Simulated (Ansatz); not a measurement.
C3H3F2N (`N=C1[C@@H](F)[C@@H]1F`) from Hartree–Fock to CCSD(T)

```xyz
9

N    -0.7219    1.6566   -0.6924
C    -0.2370    0.5856   -0.2692
C     0.0600   -0.3914    0.7993
F    -0.8751   -1.1743    1.3939
C     0.4837   -0.6438   -0.6280
F     1.8010   -0.6903   -0.9444
H    -1.2590    2.1266    0.0401
H     0.8597   -0.0963    1.4779
H    -0.1114   -1.3727   -1.1771
```

Total charge 0; spin multiplicity 1. The structure was optimised at the PBE0-D4/def2-TZVP level. It is one conformer, not always the lowest. Frozen core, restricted reference, Ansatz. CBS rows extrapolate triple and quadruple zeta; past MP2 they add the triple-zeta difference.

```tsv
basis	HF (Eh)	MP2 corr.	CCSD corr.	(T)	CCSD(T) total
def2-TZVPP	-368.72402	-1.16404	-1.18340	-0.04769	-369.95511
def2-QZVPP	-368.73985	-1.25687	–	–	–
CBS(def2)	-368.74203	-1.32563	-1.34499	as TZ	-370.13471
```
